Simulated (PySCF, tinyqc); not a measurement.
Inside a calculation. Method: RKS/exchange-only LDA in the sto-3g basis, for LiH, spin multiplicity 1. The lowest restricted solution is unstable here: a spin-polarised one lies 0.0188 hartree lower (PySCF). Computed by tinyqc, a small Python program that keeps every step (integrals from PySCF). Settings: charge = 0, multiplicity = 1, basis = sto-3g, energy threshold = 1e-10, iteration cap = 57, orthogonalisation = symmetric, start = core, DIIS depth = 6, shift = 1.0, method = RKS, functional = Slater exchange alone, grid = [30, 14]. Command: `OMP_NUM_THREADS=1 python tinyqc.py 26439 26440 out.jsonl` (the two numbers bound the seeds that draw the settings). One thread of a shared host (Intel(R) Xeon(R) Processor @ 2.60GHz), about 0.3 s of CPU time with the checks. Later iterations appear only in the table of the cycle.

## One-electron integrals

Geometry (angstrom):

| atom | x | y | z |
|---|---|---|---|
| Li | 0.000000 | 0.000000 | 0.000000 |
| H | 0.000000 | 0.000000 | 2.918000 |

Basis sto-3g: exponents (1/bohr^2) and contraction coefficients of normalised primitives:

| element | l (shell) | exponent | coefficient |
|---|---|---|---|
| Li | s (1) | 16.119575 | 0.154329 |
| Li | s (1) | 2.936201 | 0.535328 |
| Li | s (1) | 0.794651 | 0.444635 |
| Li | s (2) | 0.636290 | -0.099967 |
| Li | s (2) | 0.147860 | 0.399513 |
| Li | s (2) | 0.048089 | 0.700115 |
| Li | p (3) | 0.636290 | 0.155916 |
| Li | p (3) | 0.147860 | 0.607684 |
| Li | p (3) | 0.048089 | 0.391957 |
| H | s (1) | 3.425251 | 0.154329 |
| H | s (1) | 0.623914 | 0.535328 |
| H | s (1) | 0.168855 | 0.444635 |

Overlap, kinetic and nuclear-attraction integrals over the contracted functions; the nuclear repulsion is the sum of Za Zb / Rab.

nuclear repulsion = 0.54404785 hartree

overlap S:
```
           1Li 1s    1Li 2s   1Li 2px   1Li 2py   1Li 2pz     2H 1s
1Li 1s   1.000000  0.241137  0.000000  0.000000  0.000000  0.002510
1Li 2s   0.241137  1.000000  0.000000  0.000000  0.000000  0.133796
1Li 2px  0.000000  0.000000  1.000000  0.000000  0.000000  0.000000
1Li 2py  0.000000  0.000000  0.000000  1.000000  0.000000  0.000000
1Li 2pz  0.000000  0.000000  0.000000  0.000000  1.000000  0.207209
2H 1s    0.002510  0.133796  0.000000  0.000000  0.207209  1.000000
```

kinetic energy T (hartree):
```
            1Li 1s     1Li 2s   1Li 2px   1Li 2py   1Li 2pz      2H 1s
1Li 1s    3.576786  -0.020237  0.000000  0.000000  0.000000  -0.002136
1Li 2s   -0.020237   0.102163  0.000000  0.000000  0.000000  -0.001536
1Li 2px   0.000000   0.000000  0.319682  0.000000  0.000000   0.000000
1Li 2py   0.000000   0.000000  0.000000  0.319682  0.000000   0.000000
1Li 2pz   0.000000   0.000000  0.000000  0.000000  0.319682   0.006954
2H 1s    -0.002136  -0.001536  0.000000  0.000000  0.006954   0.760032
```

nuclear attraction V (hartree):
```
            1Li 1s     1Li 2s    1Li 2px    1Li 2py    1Li 2pz      2H 1s
1Li 1s   -8.164231  -1.008073   0.000000   0.000000  -0.004842  -0.008987
1Li 2s   -1.008073  -1.386841   0.000000   0.000000  -0.056645  -0.175720
1Li 2px   0.000000   0.000000  -1.364733   0.000000   0.000000   0.000000
1Li 2py   0.000000   0.000000   0.000000  -1.364733   0.000000   0.000000
1Li 2pz  -0.004842  -0.056645   0.000000   0.000000  -1.401620  -0.273867
2H 1s    -0.008987  -0.175720   0.000000   0.000000  -0.273867  -1.770661
```

core Hamiltonian H = T + V (hartree):
```
            1Li 1s     1Li 2s    1Li 2px    1Li 2py    1Li 2pz      2H 1s
1Li 1s   -4.587444  -1.028311   0.000000   0.000000  -0.004842  -0.011124
1Li 2s   -1.028311  -1.284677   0.000000   0.000000  -0.056645  -0.177256
1Li 2px   0.000000   0.000000  -1.045051   0.000000   0.000000   0.000000
1Li 2py   0.000000   0.000000   0.000000  -1.045051   0.000000   0.000000
1Li 2pz  -0.004842  -0.056645   0.000000   0.000000  -1.081939  -0.266913
2H 1s    -0.011124  -0.177256   0.000000   0.000000  -0.266913  -1.010629
```

## Two-electron integrals

Functions are numbered as in S; the eight-fold symmetry (ij|kl) = (ji|kl) = (kl|ij) leaves the list below.

Two-electron integrals (ij|kl) in chemists' order, unique and non-zero (hartree):
```
(11|11) 1.680395   (21|11) 0.265420   (21|21) 0.049941   (22|11) 0.397727
(22|21) 0.092860   (22|22) 0.290562   (31|31) 0.008981   (32|31) 0.013788
(32|32) 0.064184   (33|11) 0.396640   (33|21) 0.092880   (33|22) 0.290497
(33|33) 0.312946   (41|41) 0.008981   (42|41) 0.013788   (42|42) 0.064184
(43|43) 0.016869   (44|11) 0.396640   (44|21) 0.092880   (44|22) 0.290497
(44|33) 0.279207   (44|44) 0.312946   (51|51) 0.008981   (52|51) 0.013788
(52|52) 0.064184   (53|53) 0.016869   (54|54) 0.016869   (55|11) 0.396640
(55|21) 0.092880   (55|22) 0.290497   (55|33) 0.279207   (55|44) 0.279207
(55|55) 0.312946   (61|11) 0.002406   (61|21) 0.000471   (61|22) 0.000947
(61|33) 0.000929   (61|44) 0.000929   (61|51) 0.000079   (61|52) 0.000164
(61|55) 0.000983   (61|61) 0.000005   (62|11) 0.030859   (62|21) 0.007413
(62|22) 0.028518   (62|33) 0.026805   (62|44) 0.026805   (62|51) 0.000995
(62|52) 0.008942   (62|55) 0.031906   (62|61) 0.000093   (62|62) 0.007757
(63|31) 0.000241   (63|32) 0.001708   (63|53) 0.000914   (63|63) 0.000255
(64|41) 0.000241   (64|42) 0.001708   (64|54) 0.000914   (64|64) 0.000255
(65|11) 0.046590   (65|21) 0.011210   (65|22) 0.043551   (65|33) 0.040759
(65|44) 0.040759   (65|51) 0.001541   (65|52) 0.014010   (65|55) 0.049079
(65|61) 0.000142   (65|62) 0.012301   (65|65) 0.019535   (66|11) 0.181349
(66|21) 0.043729   (66|22) 0.179113   (66|33) 0.167423   (66|44) 0.167423
(66|51) 0.004841   (66|52) 0.055312   (66|55) 0.202149   (66|61) 0.000535
(66|62) 0.068114   (66|65) 0.109274   (66|66) 0.774606
```

## Orthogonalisation

S = U s U^T; symmetric (Loewdin) form X = U s^(-1/2) U^T, so that X^T S X = 1.

eigenvalues of S: 0.698294  0.833815  1.000000  1.000000  1.163678  1.304214

X:
```
            1Li 1s     1Li 2s   1Li 2px   1Li 2py    1Li 2pz      2H 1s
1Li 1s    1.023052  -0.126570  0.000000  0.000000  -0.002089   0.011883
1Li 2s   -0.126570   1.030395  0.000000  0.000000   0.011333  -0.072035
1Li 2px   0.000000   0.000000  1.000000  0.000000   0.000000   0.000000
1Li 2py   0.000000   0.000000  0.000000  1.000000   0.000000   0.000000
1Li 2pz  -0.002089   0.011333  0.000000  0.000000   1.016863  -0.107795
2H 1s     0.011883  -0.072035  0.000000  0.000000  -0.107795   1.024156
```

## Starting guess

The start is the orbitals of the core Hamiltonian; D = 2 C_occ C_occ^T.

D at the start:
```
            1Li 1s     1Li 2s   1Li 2px   1Li 2py    1Li 2pz      2H 1s
1Li 1s    2.080343  -0.312577  0.000000  0.000000  -0.191089  -0.058163
1Li 2s   -0.312577   1.200931  0.000000  0.000000   0.872873   0.289453
1Li 2px   0.000000   0.000000  0.000000  0.000000   0.000000   0.000000
1Li 2py   0.000000   0.000000  0.000000  0.000000   0.000000   0.000000
1Li 2pz  -0.191089   0.872873  0.000000  0.000000   0.635083   0.210693
2H 1s    -0.058163   0.289453  0.000000  0.000000   0.210693   0.069913
```

## Iteration 1: exchange-correlation on the grid

Becke grid with 30 radial and 14 angular points per atom, points of zero weight dropped. rho = sum D_ij phi_i phi_j; V_xc,ij = sum w v_xc phi_i phi_j; v_xc is d(rho eps)/d rho.

The 12 grid points with the largest w rho, of 828 (bohr, atomic units):

| x | y | z | w | rho | eps_xc | v_xc |
|---|---|---|---|---|---|---|
| 0.000000 | 0.000000 | 2.915464 | 3.453277 | 0.019457 | -0.198644 | -0.264858 |
| 0.000000 | 0.000000 | 2.422958 | 2.235489 | 0.027126 | -0.221912 | -0.295883 |
| 0.000000 | 0.000000 | 3.477478 | 4.017597 | 0.013581 | -0.176210 | -0.234947 |
| 0.000000 | 0.000000 | 1.993197 | 1.330686 | 0.034748 | -0.241006 | -0.321341 |
| -1.683244 | -1.683244 | 1.683244 | 4.209045 | 0.010230 | -0.160326 | -0.213768 |
| -1.683244 | 1.683244 | 1.683244 | 4.209045 | 0.010230 | -0.160326 | -0.213768 |
| 1.683244 | -1.683244 | 1.683244 | 4.209045 | 0.010230 | -0.160326 | -0.213768 |
| 1.683244 | 1.683244 | 1.683244 | 4.209045 | 0.010230 | -0.160326 | -0.213768 |
| -2.007723 | -2.007723 | 2.007723 | 6.795209 | 0.005946 | -0.133802 | -0.178403 |
| -2.007723 | 2.007723 | 2.007723 | 6.795209 | 0.005946 | -0.133802 | -0.178403 |
| 2.007723 | -2.007723 | 2.007723 | 6.795209 | 0.005946 | -0.133802 | -0.178403 |
| 2.007723 | 2.007723 | 2.007723 | 6.795209 | 0.005946 | -0.133802 | -0.178403 |

electrons on the grid, sum of w rho = 3.992288

E_xc = sum of w rho eps_xc = -1.77494360 hartree

V_xc (hartree):
```
            1Li 1s     1Li 2s    1Li 2px    1Li 2py    1Li 2pz      2H 1s
1Li 1s   -0.971131  -0.126895   0.000000   0.000000  -0.006480  -0.001228
1Li 2s   -0.126895  -0.153908   0.000000   0.000000  -0.057408  -0.024075
1Li 2px   0.000000   0.000000  -0.150517   0.000000   0.000000   0.000000
1Li 2py   0.000000   0.000000   0.000000  -0.150517   0.000000   0.000000
1Li 2pz  -0.006480  -0.057408   0.000000   0.000000  -0.155912  -0.038113
2H 1s    -0.001228  -0.024075   0.000000   0.000000  -0.038113  -0.202939
```

## Iteration 1: building the Kohn-Sham matrix

J_ij = sum D_kl (ij|kl); F = H + J + V_xc; E = tr D H + tr D J / 2 + E_xc + E_nn.

Coulomb J (hartree):
```
           1Li 1s    1Li 2s   1Li 2px   1Li 2py   1Li 2pz     2H 1s
1Li 1s   4.109307  0.703467  0.000000  0.000000  0.022193  0.006878
1Li 2s   0.703467  1.350064  0.000000  0.000000  0.121708  0.143730
1Li 2px  0.000000  0.000000  1.337558  0.000000  0.000000  0.000000
1Li 2py  0.000000  0.000000  0.000000  1.337558  0.000000  0.000000
1Li 2pz  0.022193  0.121708  0.000000  0.000000  1.367865  0.220229
2H 1s    0.006878  0.143730  0.000000  0.000000  0.220229  0.927695
```

Kohn-Sham matrix F (hartree):
```
            1Li 1s     1Li 2s   1Li 2px   1Li 2py    1Li 2pz      2H 1s
1Li 1s   -1.449268  -0.451738  0.000000  0.000000   0.010871  -0.005473
1Li 2s   -0.451738  -0.088521  0.000000  0.000000   0.007655  -0.057601
1Li 2px   0.000000   0.000000  0.141990  0.000000   0.000000   0.000000
1Li 2py   0.000000   0.000000  0.000000  0.141990   0.000000   0.000000
1Li 2pz   0.010871   0.007655  0.000000  0.000000   0.130015  -0.084797
2H 1s    -0.005473  -0.057601  0.000000  0.000000  -0.084797  -0.285873
```

total energy of this density = -7.22137322 hartree

## Iteration 1: diagonalisation and new density

A level shift of 1 hartree raises the virtual space: F + shift (S - S D(s) S), with D(s) the density of one spin (D/2). Diagonalise F' = X^T F X, C = X C', fill 2 alpha and 2 beta electrons from the bottom; D = 2 C_occ C_occ^T. Each column has its largest component positive (the first on a tie).

F' = X^T F X (hartree):
```
           1          2         3         4          5          6
1  -1.397242  -0.325968  0.000000  0.000000   0.049227   0.037211
2  -0.325968   0.425303  0.000000  0.000000  -0.418126  -0.267597
3   0.000000   0.000000  1.141990  0.000000   0.000000   0.000000
4   0.000000   0.000000  0.000000  1.141990   0.000000   0.000000
5   0.049227  -0.418126  0.000000  0.000000   0.816933  -0.245158
6   0.037211  -0.267597  0.000000  0.000000  -0.245158   0.640508
```

orbital energies (hartree): MO1 -1.454105, MO2 -0.005481, MO3 0.834940, MO4 1.110148, MO5 1.141990, MO6 1.141990

coefficients C:
```
              MO1        MO2        MO3        MO4        MO5       MO6
1Li 1s   0.985330  -0.218631   0.156657   0.139941   0.000000  0.000000
1Li 2s   0.054535   0.705180  -0.576377  -0.500587   0.000000  0.000000
1Li 2px  0.000000   0.000000   0.000000   0.000000  -0.208434  0.978037
1Li 2py  0.000000   0.000000   0.000000   0.000000   0.978037  0.208434
1Li 2pz  0.010835   0.471936  -0.236403   0.875805   0.000000  0.000000
2H 1s    0.004166   0.394292   0.929892  -0.213688   0.000000  0.000000
```

D after iteration 1:
```
            1Li 1s     1Li 2s   1Li 2px   1Li 2py    1Li 2pz      2H 1s
1Li 1s    2.037351  -0.200878  0.000000  0.000000  -0.185007  -0.164199
1Li 2s   -0.200878   1.000506  0.000000  0.000000   0.666782   0.556548
1Li 2px   0.000000   0.000000  0.000000  0.000000   0.000000   0.000000
1Li 2py   0.000000   0.000000  0.000000  0.000000   0.000000   0.000000
1Li 2pz  -0.185007   0.666782  0.000000  0.000000   0.445683   0.372252
2H 1s    -0.164199   0.556548  0.000000  0.000000   0.372252   0.310967
```

Within a degenerate level the vectors are fixed only up to a rotation; this is one choice.

## Iteration 2: exchange-correlation on the grid

As before.

The 12 grid points with the largest w rho, of 828 (bohr, atomic units):

| x | y | z | w | rho | eps_xc | v_xc |
|---|---|---|---|---|---|---|
| 0.000000 | 0.000000 | 2.915464 | 3.453277 | 0.017286 | -0.190964 | -0.254618 |
| 0.000000 | 0.000000 | 3.477478 | 4.017597 | 0.014780 | -0.181249 | -0.241665 |
| 0.000000 | 0.000000 | 2.422958 | 2.235489 | 0.022235 | -0.207682 | -0.276909 |
| 0.000000 | 0.000000 | 4.117112 | 1.890689 | 0.019364 | -0.198329 | -0.264439 |
| 0.000000 | 0.000000 | 1.993197 | 1.330686 | 0.027475 | -0.222860 | -0.297146 |
| -1.683244 | -1.683244 | 1.683244 | 4.209045 | 0.008096 | -0.148300 | -0.197733 |
| -1.683244 | 1.683244 | 1.683244 | 4.209045 | 0.008096 | -0.148300 | -0.197733 |
| 1.683244 | -1.683244 | 1.683244 | 4.209045 | 0.008096 | -0.148300 | -0.197733 |
| 1.683244 | 1.683244 | 1.683244 | 4.209045 | 0.008096 | -0.148300 | -0.197733 |
| -2.007723 | -2.007723 | 2.007723 | 6.795209 | 0.004729 | -0.123970 | -0.165293 |
| -2.007723 | 2.007723 | 2.007723 | 6.795209 | 0.004729 | -0.123970 | -0.165293 |
| 2.007723 | -2.007723 | 2.007723 | 6.795209 | 0.004729 | -0.123970 | -0.165293 |

electrons on the grid, sum of w rho = 3.996045

E_xc = sum of w rho eps_xc = -1.76686684 hartree

V_xc (hartree):
```
            1Li 1s     1Li 2s    1Li 2px    1Li 2py    1Li 2pz      2H 1s
1Li 1s   -0.966810  -0.125996   0.000000   0.000000  -0.005033  -0.001196
1Li 2s   -0.125996  -0.148738   0.000000   0.000000  -0.052165  -0.028268
1Li 2px   0.000000   0.000000  -0.145450   0.000000   0.000000   0.000000
1Li 2py   0.000000   0.000000   0.000000  -0.145450   0.000000   0.000000
1Li 2pz  -0.005033  -0.052165   0.000000   0.000000  -0.150638  -0.045225
2H 1s    -0.001196  -0.028268   0.000000   0.000000  -0.045225  -0.284000
```

## Iteration 2: building the Kohn-Sham matrix

As before.

Coulomb J (hartree):
```
           1Li 1s    1Li 2s   1Li 2px   1Li 2py   1Li 2pz     2H 1s
1Li 1s   4.016263  0.685034  0.000000  0.000000  0.018799  0.006661
1Li 2s   0.685034  1.312735  0.000000  0.000000  0.118022  0.153144
1Li 2px  0.000000  0.000000  1.297801  0.000000  0.000000  0.000000
1Li 2py  0.000000  0.000000  0.000000  1.297801  0.000000  0.000000
1Li 2pz  0.018799  0.118022  0.000000  0.000000  1.335490  0.236145
2H 1s    0.006661  0.153144  0.000000  0.000000  0.236145  1.091045
```

Kohn-Sham matrix F (hartree):
```
            1Li 1s     1Li 2s   1Li 2px   1Li 2py    1Li 2pz      2H 1s
1Li 1s   -1.537991  -0.469273  0.000000  0.000000   0.008923  -0.005659
1Li 2s   -0.469273  -0.120680  0.000000  0.000000   0.009212  -0.052380
1Li 2px   0.000000   0.000000  0.107300  0.000000   0.000000   0.000000
1Li 2py   0.000000   0.000000  0.000000  0.107300   0.000000   0.000000
1Li 2pz   0.008923   0.009212  0.000000  0.000000   0.102914  -0.075994
2H 1s    -0.005659  -0.052380  0.000000  0.000000  -0.075994  -0.203585
```

total energy of this density = -7.37897707 hartree

## Iteration 2: DIIS over 2 matrices

error matrix X^T (FDS - SDF) X:
```
           1          2         3         4          5          6
1   0.000000   0.048233  0.000000  0.000000  -0.036658  -0.062851
2  -0.048233   0.000000  0.000000  0.000000  -0.053693   0.226506
3   0.000000   0.000000  0.000000  0.000000   0.000000   0.000000
4   0.000000   0.000000  0.000000  0.000000   0.000000   0.000000
5   0.036658   0.053693  0.000000  0.000000   0.000000   0.199545
6   0.062851  -0.226506  0.000000  0.000000  -0.199545   0.000000
```

B (overlaps of the stored error matrices):
```
               1              2
1  3.3179958e-01  2.4840396e-01
2  2.4840396e-01  2.0325353e-01
```

Minimise |sum c_i e_i|^2 with sum c_i = 1: solve [B -1; -1 0][c; lambda] = [0; -1] with B_ij = tr e_i^T e_j, and take F = sum c_i F_i.

DIIS coefficients: -1.180552  2.180552

extrapolated F (hartree):
```
            1Li 1s     1Li 2s   1Li 2px   1Li 2py    1Li 2pz      2H 1s
1Li 1s   -1.642734  -0.489975  0.000000  0.000000   0.006624  -0.005878
1Li 2s   -0.489975  -0.158645  0.000000  0.000000   0.011050  -0.046216
1Li 2px   0.000000   0.000000  0.066346  0.000000   0.000000   0.000000
1Li 2py   0.000000   0.000000  0.000000  0.066346   0.000000   0.000000
1Li 2pz   0.006624   0.011050  0.000000  0.000000   0.070920  -0.065601
2H 1s    -0.005878  -0.046216  0.000000  0.000000  -0.065601  -0.106440
```

## Iteration 2: diagonalisation and new density

As before.

F' = X^T F X (hartree):
```
           1          2         3         4          5          6
1  -1.581989  -0.370812  0.000000  0.000000   0.058497   0.072286
2  -0.370812   0.423816  0.000000  0.000000  -0.335703  -0.380877
3   0.000000   0.000000  1.066346  0.000000   0.000000   0.000000
4   0.000000   0.000000  0.000000  1.066346   0.000000   0.000000
5   0.058497  -0.335703  0.000000  0.000000   0.828707  -0.315123
6   0.072286  -0.380877  0.000000  0.000000  -0.315123   0.671130
```

orbital energies (hartree): MO1 -1.648353, MO2 -0.059021, MO3 0.969389, MO4 1.066346, MO5 1.066346, MO6 1.079649

coefficients C:
```
               MO1        MO2        MO3       MO4        MO5        MO6
1Li 1s    0.984814  -0.201978  -0.224867  0.000000   0.000000   0.039760
1Li 2s    0.056777   0.674404   0.781427  0.000000   0.000000  -0.119909
1Li 2px   0.000000   0.000000   0.000000  0.122134   0.992514   0.000000
1Li 2py   0.000000   0.000000   0.000000  0.992514  -0.122134   0.000000
1Li 2pz   0.000501   0.417701  -0.180017  0.000000   0.000000   0.915905
2H 1s    -0.002800   0.476927  -0.695647  0.000000   0.000000  -0.595359
```

D after iteration 2:
```
            1Li 1s     1Li 2s   1Li 2px   1Li 2py    1Li 2pz      2H 1s
1Li 1s    2.021309  -0.160600  0.000000  0.000000  -0.167747  -0.198172
1Li 2s   -0.160600   0.916090  0.000000  0.000000   0.563455   0.642966
1Li 2px   0.000000   0.000000  0.000000  0.000000   0.000000   0.000000
1Li 2py   0.000000   0.000000  0.000000  0.000000   0.000000   0.000000
1Li 2pz  -0.167747   0.563455  0.000000  0.000000   0.348948   0.398423
2H 1s    -0.198172   0.642966  0.000000  0.000000   0.398423   0.454935
```

Within a degenerate level the vectors are fixed only up to a rotation; this is one choice.

## Convergence

Stop when the energy changes by less than 1e-10 hartree and every element of the error matrix X^T (F D S - S D F) X is below 3e-06.

Course of the cycle:

| iteration | E (hartree) | change | largest element of the error matrix |
|---|---|---|---|
| 1 | -7.22137322 | - | 2.51e-01 |
| 2 | -7.37897707 | -1.58e-01 | 2.27e-01 |
| 3 | -7.42985378 | -5.09e-02 | 1.75e-01 |
| 4 | -7.44613895 | -1.63e-02 | 1.50e-01 |
| 5 | -7.45787067 | -1.17e-02 | 1.26e-01 |
| 6 | -7.46288736 | -5.02e-03 | 1.16e-01 |
| 7 | -7.46296794 | -8.06e-05 | 1.20e-01 |
| 8 | -7.46519873 | -2.23e-03 | 1.16e-01 |
| 9 | -7.46999322 | -4.79e-03 | 1.00e-01 |
| 10 | -7.47330403 | -3.31e-03 | 8.72e-02 |
| 11 | -7.47594136 | -2.64e-03 | 7.47e-02 |
| 12 | -7.47784036 | -1.90e-03 | 6.39e-02 |
| 13 | -7.47901394 | -1.17e-03 | 5.62e-02 |
| 14 | -7.48013438 | -1.12e-03 | 4.71e-02 |
| ... | ... | ... | ... |
| 44 | -7.48272931 | -1.75e-07 | 1.02e-03 |
| 45 | -7.48272945 | -1.43e-07 | 9.39e-04 |
| 46 | -7.48272957 | -1.19e-07 | 8.70e-04 |
| 47 | -7.48272967 | -9.89e-08 | 8.08e-04 |
| 48 | -7.48272975 | -8.33e-08 | 7.53e-04 |
| 49 | -7.48272982 | -7.04e-08 | 7.03e-04 |
| 50 | -7.48272988 | -5.99e-08 | 6.57e-04 |
| 51 | -7.48272993 | -5.14e-08 | 6.16e-04 |
| 52 | -7.48272998 | -4.43e-08 | 5.79e-04 |
| 53 | -7.48273001 | -3.84e-08 | 5.45e-04 |
| 54 | -7.48273005 | -3.35e-08 | 5.13e-04 |
| 55 | -7.48273008 | -2.94e-08 | 4.84e-04 |
| 56 | -7.48273010 | -2.58e-08 | 4.58e-04 |
| 57 | -7.48273013 | -2.28e-08 | 4.33e-04 |

PySCF RKS in the same basis, fine grid = -7.47506371 hartree

Not converged within the cap of 57 iterations: the residual falls steadily but slowly, by a factor of about 0.94 a step. Reruns (cap 100 unless said): DIIS 8: converged in 16; damping 0.5: not converged; level shift 0.5: converged in 44; atomic densities as start, DIIS 8: converged in 9; the original settings with a cap of 400: converged in 165.
